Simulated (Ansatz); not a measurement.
ReS2 (P-1, No. 2; cell taken from a computed entry), treated with LDA (plane waves, PAW; Ansatz, a program for electronic structure).

Run with plane-wave cutoff 520 eV, 6×6×4 k mesh (along the axes of the cell as run), Fermi–Dirac smearing 0.01 eV, no spin polarisation, scalar-relativistic PAW data made under PBE.

Cell (relaxed with PBEsol):

```
CELL_PARAMETERS angstrom
      6.33188    -0.00593    -0.00106
      3.10416     5.63866    -0.00319
      0.12393     3.33271    12.64961
ATOMIC_POSITIONS crystal
  Re 0.18754 0.06529 0.24583
  Re 0.81246 0.93471 0.75417
  Re 0.31260 0.43491 0.25417
  Re 0.68740 0.56509 0.74583
  Re 0.76170 0.03665 0.24883
  Re 0.23830 0.96335 0.75117
  Re 0.26156 0.53645 0.74882
  Re 0.73844 0.46355 0.25118
  S  0.90866 0.70894 0.15698
  S  0.09134 0.29106 0.84302
  S  0.59909 0.78256 0.87355
  S  0.40091 0.21744 0.12645
  S  0.36668 0.74800 0.14382
  S  0.63332 0.25200 0.85618
  S  0.14200 0.72707 0.88762
  S  0.85800 0.27293 0.11238
  S  0.35785 0.77274 0.61238
  S  0.64215 0.22726 0.38762
  S  0.13346 0.75220 0.35618
  S  0.86654 0.24780 0.64382
  S  0.09924 0.28275 0.37355
  S  0.90076 0.71725 0.62645
  S  0.59149 0.79125 0.34302
  S  0.40851 0.20875 0.65698
```

Problem. Give the computed band gap.

Solution. 
- band gap = 1.28 eV

Note: cell and atoms aren't relaxed at this level (largest force component 0.23 eV/Å, pressure -2.8 GPa); this cell isn't known to be the ambient phase, and symmetry holds it in the calculation.

Spin–orbit coupling is not included.

Computed values are for the static lattice.

It cost roughly 12 core-minutes of CPU time.
